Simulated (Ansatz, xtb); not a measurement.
## C6H14: which of two isomers lies lower

Structure I is `CC(C)C(C)C`, a singlet and structure II is `CCC(C)(C)C`, a singlet. Both are isolated molecules in the gas phase, relaxed with B3LYP/def2-SVP; the shapes shown needn't be the lowest conformers.

I (Å):

```xyz
20

C    -0.3894    1.9270   -0.7329
C    -0.5297    1.0909    0.5477
C    -0.4031    1.9823    1.7913
C     0.4196   -0.1397    0.6086
C     1.9112    0.2152    0.5191
C     0.0544   -1.2053   -0.4346
H     0.5932    2.4241   -0.7886
H    -1.1557    2.7185   -0.7643
H    -0.5093    1.3193   -1.6436
H    -1.5555    0.6763    0.5549
H     0.5809    2.4773    1.8423
H    -1.1662    2.7777    1.7852
H    -0.5334    1.4019    2.7196
H     0.2528   -0.5956    1.6029
H     2.2109    0.9542    1.2786
H     2.1729    0.6261   -0.4701
H     2.5324   -0.6822    0.6723
H     0.2345   -0.8506   -1.4631
H    -1.0070   -1.4947   -0.3622
H     0.6588   -2.1164   -0.2953
```

II (Å):

```xyz
20

C    -0.8114    0.2618   -1.9688
C    -1.3626    0.1735   -0.5433
C    -0.3312    0.0520    0.6108
C    -1.1104   -0.0223    1.9379
C     0.5975    1.2808    0.6468
C     0.5141   -1.2269    0.4574
H    -0.2254   -0.6295   -2.2440
H    -0.1647    1.1423   -2.1108
H    -1.6356    0.3447   -2.6955
H    -1.9883    1.0633   -0.3476
H    -2.0477   -0.6914   -0.4793
H    -1.7263    0.8796    2.0903
H    -0.4260   -0.1097    2.7979
H    -1.7848   -0.8945    1.9566
H     1.2858    1.2259    1.5063
H     0.0195    2.2154    0.7417
H     1.2145    1.3579   -0.2623
H    -0.1249   -2.1248    0.4131
H     1.1996   -1.3476    1.3124
H     1.1298   -1.2071   -0.4556
```

Energies in hartree; the thermal terms are from GFN2-xTB frequencies at re-optimised GFN2-xTB minima (ideal gas, soft modes damped towards free rotors, one conformer each, 298.15 K, 1 atm) and include the zero-point energy:

|  | I | II |
| --- | --- | --- |
| E, CCSD(T)/def2-SVP | −236.194511 | −236.197116 |
| E, MP2/def2-SVP | −236.080081 | −236.083049 |
| E, MP2/def2-TZVPP | −236.522420 | −236.525684 |
| zero-point energy | 0.186833 | 0.186524 |
| H(298 K) − E | 0.196134 | 0.195858 |
| G(298 K) − E | 0.155834 | 0.154957 |

Problem. Correct the CCSD(T) difference for the basis set by the MP2 change, then work out ΔE, ΔE₀, ΔH and ΔG for I → II in kJ/mol (1 Eh = 2625.50 kJ/mol) and the equilibrium ratio [II]/[I].

Solution. 1. Differences II − I: CCSD(T) −0.002605, MP2 in the small set −0.002968, MP2 in the large set −0.003264 Eh.
2. ΔE = −0.002605 + (−0.003264 − (−0.002968)) = −0.002901 Eh = −7.62 kJ/mol.
3. ΔE₀ = ΔE + ΔZPE = −0.002901 + (−0.000309) Eh = −8.43 kJ/mol.
4. ΔH = ΔE + (−0.000276) Eh = −8.34 kJ/mol.
5. ΔG = ΔE + (−0.000877) Eh = −9.92 kJ/mol, so ΔS = (ΔH − ΔG)/T = +5.3 J/(mol K).
6. kT = 0.9442 mEh, so K = [II]/[I] = exp(−ΔG/kT) = exp(+4.00) ≈ 55.

Structure II is favoured at this temperature. An error of 4 kJ/mol in ΔG would change K by a factor of 5. Mirror images and further conformers aren't counted.

As drawn, both hold the same kinds of bond in the same numbers.

Other levels gave ΔE = −6.6 (GFN2-xTB); −2.7 (HF/STO-3G, GFN2-xTB geometries); −5.3 (r2SCAN-D4/def2-SVP, GFN2-xTB geometries); −2.4 (B3LYP/def2-SVP); −3.2 (HF/def2-SVP); −7.8 (MP2/def2-SVP); −6.8 (CCSD(T)/def2-SVP) kJ/mol. The correlated steps freeze 6 core orbitals. Programs: Ansatz 0.2.0, xtb 6.7.1.
